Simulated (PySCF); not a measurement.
trifluoromethane (CHF3), SMILES FC(F)F.

Geometry: B3LYP-D3(BJ)/def2-TZVP.

The numbers are results of TDA-PBE/def2-SVPD (PySCF), not measurements.

Vertical excitations; the highest root listed may be one member of a degenerate set.  State labels are in the subgroup Cs.

Problem. Give excitation energies, oscillator strengths and character. (An estimate is asked for; the answer gives what the named calculation found.)

Solution. 
```json
[
 {"state": "S1", "symmetry": "A'", "energy (eV)": "9.96", "λ (nm)": "124", "f": "0.012", "main pairs": "HOMO→LUMO 99 %"},
 {"state": "S2", "symmetry": "A\"", "energy (eV)": "10.08", "λ (nm)": "123", "f": "0.000", "main pairs": "HOMO−1→LUMO 100 %"},
 {"state": "S3", "symmetry": "A\"", "energy (eV)": "10.72", "λ (nm)": "116", "f": "0.037", "main pairs": "HOMO−2→LUMO (degenerate set)"},
 {"state": "S4", "symmetry": "A'", "energy (eV)": "10.72", "λ (nm)": "116", "f": "0.037", "main pairs": "HOMO−3→LUMO (degenerate set)"},
 {"state": "S5", "symmetry": "A'", "energy (eV)": "11.11", "λ (nm)": "112", "f": "0.187", "main pairs": "HOMO→LUMO+3 98 %"},
 {"state": "S6", "symmetry": "A\"", "energy (eV)": "11.12", "λ (nm)": "112", "f": "0.033", "main pairs": "HOMO→LUMO+2, HOMO−1→LUMO+1 (degenerate set)"},
 {"state": "S7", "symmetry": "A'", "energy (eV)": "11.12", "λ (nm)": "112", "f": "0.033", "main pairs": "HOMO→LUMO+1, HOMO−1→LUMO+2 (degenerate set)"},
 {"state": "S8", "symmetry": "A\"", "energy (eV)": "11.25", "λ (nm)": "110", "f": "0.000", "main pairs": "HOMO−1→LUMO+3 99 %"},
 {"state": "S9", "symmetry": "A'", "energy (eV)": "11.46", "λ (nm)": "108", "f": "0.042", "main pairs": "HOMO−1→LUMO+2 (degenerate set)"},
 {"state": "S10", "symmetry": "A\"", "energy (eV)": "11.46", "λ (nm)": "108", "f": "0.042", "main pairs": "HOMO−1→LUMO+1 (degenerate set)"},
 {"state": "T1", "symmetry": "A'", "energy (eV)": "9.54", "λ (nm)": "130", "f": "0", "main pairs": "HOMO→LUMO 97 %"},
 {"state": "T2", "symmetry": "A\"", "energy (eV)": "10.04", "λ (nm)": "123", "f": "0", "main pairs": "HOMO−1→LUMO 100 %"},
 {"state": "T3", "symmetry": "A\"", "energy (eV)": "10.62", "λ (nm)": "117", "f": "0", "main pairs": "HOMO−2→LUMO, HOMO→LUMO+2 (degenerate set)"},
 {"state": "T4", "symmetry": "A'", "energy (eV)": "10.62", "λ (nm)": "117", "f": "0", "main pairs": "HOMO−3→LUMO, HOMO→LUMO+1 (degenerate set)"}
]
```
Triplets are in the Tamm–Dancoff approximation.
